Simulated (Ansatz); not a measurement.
Cartesian coordinates (Å):
```xyz
9

C     -0.8492     0.3446     0.3359
C      0.3669    -0.5701     0.3565
O      1.4819    -0.0001     1.0483
H     -1.1464     0.6177     1.3582
H     -0.6375     1.2719    -0.2203
H     -1.7018    -0.1485    -0.1558
H      0.6482    -0.8548    -0.6760
H      0.1382    -1.4996     0.8985
H      1.6997     0.8390     0.6073
```
Charge 0, spin multiplicity 1.

Computed with frozen-core CCSD(T)/cc-pVQZ // PBE-D3(BJ)/def2-TZVP run with Ansatz (a quantum-chemistry and plane-wave program).

```json
{
  "HF energy": "-154.15214 Ha",
  "MP2 correlation energy": "-0.64476 Ha"
}
```

Problem. Estimate the CCSD correlation energy, the (T) correction, the total energy and the T1 diagnostic.

Solution. 
```json
{
 "CCSD correlation energy": "-0.66699 Ha",
 "(T) correction": "-0.02518 Ha",
 "CCSD(T) total energy": "-154.84430 Ha",
 "T1 diagnostic": "0.009"
}
```
